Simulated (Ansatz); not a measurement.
# AlGa⁺, doublet in cc-pVTZ: errors against full CI

Geometry: that of the AlGa, singlet, kept fixed.

```csv
atom,x (Å),y (Å),z (Å)
Al,0.0000,0.0000,0.0000
Ga,0.0000,0.0000,3.0185
```

Basis cc-pVTZ; Ansatz 0.2.0. Correlated methods freeze the noble-gas cores and the filled d shells of p-block atoms, which leaves 5 electrons in 58 orbitals. R marks a restricted (for open shells ROHF) determinant, U an unrestricted one. Active spaces: valence = (5e, 8o) chosen from the atoms' valence shells. No spin–orbit coupling is included, and no scalar relativity.

Full CI is exact within this basis and frozen core; it isn't the basis-set limit. The frozen core follows each run's orbitals, which can shift R against U totals by a few meV for light atoms and by up to 0.1 eV past Ca.

For open shells CISD and CISDTQ are restricted-active-space CI with the open shells as a complete middle space.

The UHF ⟨S²⟩ is 0.807. The T1 diagnostic (RCCSD) is 0.0321 and the largest doubles amplitude (RCCSD) is 0.085.

| level | E − E(RHF) (eV) |
| --- | --- |
| RMP2 | -2.0533 |
| RCCSD | -2.7203 |
| RCCSD(T) | -2.7938 |

(1) Estimate how far full CI in cc-pVTZ lies from RCCSD(T). The table doesn't fix it; the size of (T) and the diagnostics are the guide.

(1) Full CI in cc-pVTZ lies 2.1 kJ/mol below RCCSD(T), which is 30 % of the (T) step (-7.1 kJ/mol). T1 is raised, and the rest is a large part of (T).

The other levels:

```tsv
level	E − E(full CI) (kJ/mol)	share of correlation (%)	wall time
CISD	21.2	92.19	4 s
BCCD(T)	2.2	99.20	9 s
RCCSDT	0.3	99.91	–
CISDTQ	0.4	99.87	13 s (H100)
RCCSDT(Q)	0.0	99.99	27 s
RCCSDTQ	0.0	100.00	14 s (H100)
CASSCF (valence space)	107.0	60.61	–
NEVPT2 (valence space)	27.8	89.78	7.5 s
MRCISD (valence space)	3.6	98.67	–
MRCISD+Q (valence space)	-0.4	100.16	4.1 s (H100)
```

The correlation energy at full CI, counted from RHF, is -2.816 eV. That run took 14 s on 2 threads of AMD EPYC 7R13 with a shared H100 80 GB, shared host over 12,781,944 determinants.

Run but not shown, since their state or frozen core can't be matched to the reference's or they repeat it: UHF, UMP2, UCCSD, UCCSD(T), UCCSDT, UCCSDT(Q).

Times hold each run's SCF and search for its determinant on a shared host, so for small cases they say little of a method's own cost; rows without a card ran on 1 thread of AMD EPYC 7R13.

The full-CI state has the irrep A1 of C2v, in the program's axes (one component, if the state is degenerate).

Natural occupations of full CI about the gap: 1.912 1.873 0.974 0.043 0.043 0.035 0.034 0.034 0.010 0.009; effectively unpaired electrons, Σ n²(2−n)², 1.11.
